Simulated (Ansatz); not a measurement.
A trace of molecular dynamics of CH₇FSi (10 atoms, charge 0, multiplicity 1).

All numbers below come from RKS PBE-D4/def2-SVPD in Ansatz 0.2.0.

* ensemble: NVE (velocity Verlet)
* starting velocities drawn for: 300 K
* seed: 2365

| time (fs) | T (K) | potential energy less start (eV) | conserved less start (meV/atom) |
| --- | --- | --- | --- |
| 0.0 | 300 | 0.000 | 0.00 |
| 4.0 | 216 | 0.087 | 0.06 |
| 8.0 | 230 | 0.073 | 0.06 |
| 12.0 | 362 | -0.064 | 0.00 |
| 16.0 | 533 | -0.241 | -0.04 |
| 20.0 | 659 | -0.370 | 0.10 |
| 24.0 | 890 | -0.610 | 0.08 |
| 28.0 | 975 | -0.697 | 0.05 |
| 32.0 | 1098 | -0.826 | -0.11 |
| 36.0 | 1186 | -0.917 | -0.08 |
| 40.0 | 1182 | -0.913 | -0.13 |
| 44.0 | 1176 | -0.907 | -0.12 |
| 48.0 | 1319 | -1.055 | -0.10 |
| 52.0 | 1433 | -1.173 | -0.14 |
| 56.0 | 1409 | -1.146 | -0.01 |
| 60.0 | 1325 | -1.060 | -0.06 |
| 64.0 | 1209 | -0.939 | 0.07 |
| 68.0 | 1226 | -0.957 | 0.07 |
| 72.0 | 1226 | -0.956 | 0.10 |
| 76.0 | 1247 | -0.978 | 0.14 |
| 80.0 | 1301 | -1.034 | 0.10 |
| 84.0 | 1348 | -1.082 | 0.11 |
| 88.0 | 1228 | -0.959 | 0.09 |
| 92.0 | 1231 | -0.962 | 0.01 |
| 96.0 | 1249 | -0.981 | 0.04 |
| 100.0 | 1274 | -1.008 | -0.08 |

Problem. Can this run be trusted? Judge the integration.

Solution. The conserved energy stayed within 0.18 meV per atom of its start (net change -0.079 meV per atom), so the integration is sound. The kinetic energy rose, since the run started high on the potential surface and went downhill. It ends in pieces (CH6Si + FH), so much of that is their flight and rotation, not heat. A run of 0.1 ps of so small a system gives no equilibrium averages. The orbitals stay closed-shell, which can raise the energy where a bond breaks towards radicals; this wasn't checked here. The time step was 0.5 fs.

Run time: 3.2 min on 4 threads of Arm Neoverse V1, on a shared host, peak memory 0.15 GiB.
